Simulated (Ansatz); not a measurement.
## Which is lower?

Two relaxed structures of Si2H5O (charge +1), singlet (PBE0-D4/def2-TZVP; forces vanish, vibrations not checked).

A:

```json
{"atom": "O1", "x (Å)": "-1.6234", "y (Å)": "0.1541", "z (Å)": "-0.6230"}
{"atom": "Si2", "x (Å)": "-0.1519", "y (Å)": "0.7705", "z (Å)": "-0.3724"}
{"atom": "Si3", "x (Å)": "0.9007", "y (Å)": "-1.0488", "z (Å)": "0.7458"}
{"atom": "H4", "x (Å)": "-2.3406", "y (Å)": "0.6181", "z (Å)": "-1.0629"}
{"atom": "H5", "x (Å)": "0.7064", "y (Å)": "0.9770", "z (Å)": "-1.5635"}
{"atom": "H6", "x (Å)": "-0.0408", "y (Å)": "1.8783", "z (Å)": "0.6066"}
{"atom": "H7", "x (Å)": "2.3060", "y (Å)": "-1.0101", "z (Å)": "1.2128"}
{"atom": "H8", "x (Å)": "0.2436", "y (Å)": "-2.3389", "z (Å)": "1.0567"}
```

B:

```xyz
8
angstrom
O -1.5786 0.0139 -0.9168
Si -0.0818 0.4128 -0.5807
Si 1.0353 -0.8802 1.0482
H -2.1597 0.4456 -1.5555
H 0.4297 1.5720 -1.3520
H 1.3923 0.1341 2.0653
H 2.1989 -1.3991 0.2950
H 0.0423 -1.8876 1.4685
```

Program: Ansatz 0.2.0. Basis: def2-TZVPP. Cores are frozen in the correlated methods. B3LYP uses VWN-RPA correlation.

(1) Which structure is lower at CCSD(T), and by how much? (An estimate is asked for; the value comes from the calculation.)

The T1 diagnostic stays at or below 0.016.

## Answers

(1) The calculation gives: B, by 0.693 eV (electronic energy, against the other). By their contacts, A is Si₂H₅O ([OH][SiH2][SiH2]), total charge +1 and B is Si₂H₅O ([OH][SiH][SiH3]), total charge +1.

All methods give the same order:

```tsv
method	E(B) − E(A) (eV)
PBE-D4	-0.768
r2SCAN-D4	-0.753
PBE0-D4	-0.719
B3LYP-D4	-0.700
wB97M-V	-0.708
HF	-0.551
MP2	-0.692
CCSD	-0.662
CCSD(T)	-0.693
```

Labels in which every atom is bracketed show which atoms are joined, not bond orders.

For scale, one of the runs: CCSD(T)/def2-TZVPP, 185 basis functions, launched by `ansatz run in.yaml --threads 2 --pin off --events-out ev --progress --plain --max-ram 4352MiB`. The run took 19 s on 2 CPU threads of an Intel Xeon (shared host), with 1.9 GiB of host memory at its peak.
